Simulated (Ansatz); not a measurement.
Input file:

```yaml
crystal:
  periodic: [false, false, false]
  atoms:
    - {symbol: S, position_ang: [0.000000, 0.000000, 0.000000]}
    - {symbol: Li, position_ang: [0.000000, 0.000000, 3.056000]}
basis:
  gaussian: {orbitals: cc-pVDZ}
total_charge: 1
magnetization: {spin_polarized: true, initial_magnetization: 2}
correlation: {method: ccsdt_q, electrons: outside_noble_gas}
```

```sh
$ ansatz run in.yaml --threads 1 --pin off --events-out ev --progress --plain --max-ram 2393MiB
```

The program prints:

```
575 factors; integrals over basis functions are off by at most 1.5e-7 eV
mean field evaluation 1: about -11013.3429 eV, gradient 9.1e0 eV
mean field evaluation 2: about -11013.3746 eV, gradient 8.9e0 eV
mean field evaluation 4: about -11013.9554 eV, gradient 5.9e-1 eV
mean field evaluation 8: about -11013.9633 eV, gradient 2.9e-3 eV
mean field evaluation 16: about -11013.9578 eV, gradient 6.5e-1 eV
mean field evaluation 32: about -11013.8656 eV, gradient 3.4e0 eV
mean field evaluation 64: about -11013.4085 eV, gradient 1.3e-4 eV
mean field evaluation 96: about -11013.4079 eV, gradient 1.7e-1 eV
mean field evaluation 128: about -11013.4085 eV, gradient 4.1e-3 eV
mean field -11013.96329158 eV, -404.7556854331 hartree, gradient 2.0e-6 eV, S^2 2.011240; 9 other end points of the search recorded, 0 dependent functions left out
determinant -11013.96329158 eV, -404.7556854331 hartree, with singles and doubles -11016.80742883 eV, -404.8602055494 hartree
determinant -11013.40846796 eV, -404.7352960411 hartree, with singles and doubles -11016.25092192 eV, -404.8397542975 hartree
6 core orbitals not correlated: weight in the atoms' cores, before any rotation towards them, 1.000 or more for the frozen orbitals, at most 0.000 for the correlated occupied ones
reference -11013.96329158 eV, -404.7556854331 hartree; 4, 2 occupied and 22, 24 virtual orbitals, 575 factors
second order -2.32304378 eV of doubles, -0.00000000 eV of singles
cycle   1  -2.72024977 eV  change   -4.0e-1 eV  update   4.4e-2
cycle   2  -2.87938925 eV  change   -1.6e-1 eV  update   1.7e-2
cycle   3  -2.89253648 eV  change   -1.3e-2 eV  update   6.3e-3
cycle   4  -2.89623346 eV  change   -3.7e-3 eV  update   3.5e-3
cycle   5  -2.89611174 eV  change    1.2e-4 eV  update   2.0e-3
cycle   6  -2.89626160 eV  change   -1.5e-4 eV  update   1.1e-3
cycle   7  -2.89686176 eV  change   -6.0e-4 eV  update   5.4e-4
cycle   8  -2.89695618 eV  change   -9.4e-5 eV  update   2.3e-4
cycle   9  -2.89688026 eV  change    7.6e-5 eV  update   9.9e-5
cycle  10  -2.89686976 eV  change    1.0e-5 eV  update   4.7e-5
cycle  11  -2.89687151 eV  change   -1.8e-6 eV  update   3.2e-5
cycle  12  -2.89688433 eV  change   -1.3e-5 eV  update   1.9e-5
cycle  13  -2.89688434 eV  change   -1.7e-8 eV  update   1.6e-5
cycle  14  -2.89688365 eV  change    7.0e-7 eV  update   1.2e-5
cycle  15  -2.89688293 eV  change    7.1e-7 eV  update   5.1e-6
cycle  16  -2.89688283 eV  change    1.0e-7 eV  update   2.5e-6
cycle  17  -2.89688290 eV  change   -7.0e-8 eV  update   9.7e-7
cycle  18  -2.89688299 eV  change   -8.7e-8 eV  update   4.5e-7
perturbative correction -0.00306900 eV, -0.0001127835 hartree
Total energy: -11016.86324357 eV, -404.8622567029 hartree
```

For the same geometry and basis full CI lies 0.1 meV lower.

Ran on 1 thread of Arm Neoverse V1, shared host: 3.2 s wall, 0.11 GiB peak host memory.
